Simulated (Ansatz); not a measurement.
# C5H4: the cost of one run

Program: Ansatz 0.2.0. Level of theory: the levels named in each step. These are calculated values, not measurements.

## (1) Starting point

Bond lengths: C1–C2 1.204 Å, C2–C3 1.359 Å, C3–C4 1.206 Å, C4–C5 1.441 Å, C1–H6 1.048 Å, C5–H7 1.089 Å, C5–H8 1.090 Å, C5–H9 1.093 Å. Angles: C1–C2–C3 179.8°, C2–C1–H6 179.9°, C2–C3–C4 179.8°, C3–C4–C5 179.8°, C4–C5–H7 110.2°, C4–C5–H8 110.1°, C4–C5–H9 109.9°, H7–C5–H8 109.0°, H7–C5–H9 108.9°, H8–C5–H9 108.7°.

Structure file:

```xyz
9

C     1.9883    1.5683    0.7336
C     1.0822    0.8491    0.3993
C     0.0575    0.0402    0.0199
C    -0.8551   -0.6743   -0.3144
C    -1.9449   -1.5274   -0.7175
H     2.7751    2.1959    1.0256
H    -2.8974   -1.0680   -0.4588
H    -1.9117   -1.6945   -1.7945
H    -1.8685   -2.4921   -0.2100
```

## (2) A rough first relaxation, PBE-D4/def2-SVP

This run stands in another session on the same molecule. It ended at:

```xyz
9

C     2.0273    1.5993    0.7480
C     1.0999    0.8651    0.4058
C     0.0686    0.0510    0.0245
C    -0.8629   -0.6804   -0.3175
C    -1.9587   -1.5413   -0.7224
H     2.8399    2.2448    1.0492
H    -2.9411   -1.0896   -0.4686
H    -1.9449   -1.7225   -1.8181
H    -1.9026   -2.5292   -0.2178
```

## (3) Relaxation, B2PLYP/def2-TZVPP

input.yaml

```yaml
crystal:
  periodic: [false, false, false]
  atoms:
    - { symbol: C, position_ang: [2.02727029, 1.59931664, 0.74802904] }
    - { symbol: C, position_ang: [1.09990705, 0.8650561, 0.40584592] }
    - { symbol: C, position_ang: [0.06863461, 0.05103155, 0.02448628] }
    - { symbol: C, position_ang: [-0.86287938, -0.68035615, -0.31751326] }
    - { symbol: C, position_ang: [-1.9587038, -1.54132957, -0.72240467] }
    - { symbol: H, position_ang: [2.83993808, 2.24477179, 1.04915363] }
    - { symbol: H, position_ang: [-2.94114976, -1.08962668, -0.46856573] }
    - { symbol: H, position_ang: [-1.94487562, -1.72253489, -1.81814343] }
    - { symbol: H, position_ang: [-1.90260149, -2.52918879, -0.21776779] }
basis:
  gaussian: { orbitals: def2-TZVPP }
hamiltonian:
  xc: { name: B2PLYP }
relax:
  f_tol: 0.002
  max_steps: 150
```

Launch:

```sh
$ ansatz run input.yaml --threads 4 --pin off --max-ram 10240MiB --backend cpu --events-out ev --progress --plain --runs-dir out
```

**Question.** How long does this run take on 4 threads of Intel Xeon at 2.70GHz, shared host, and how much memory does it need?

About 67 s, with a peak of 0.75 GiB.
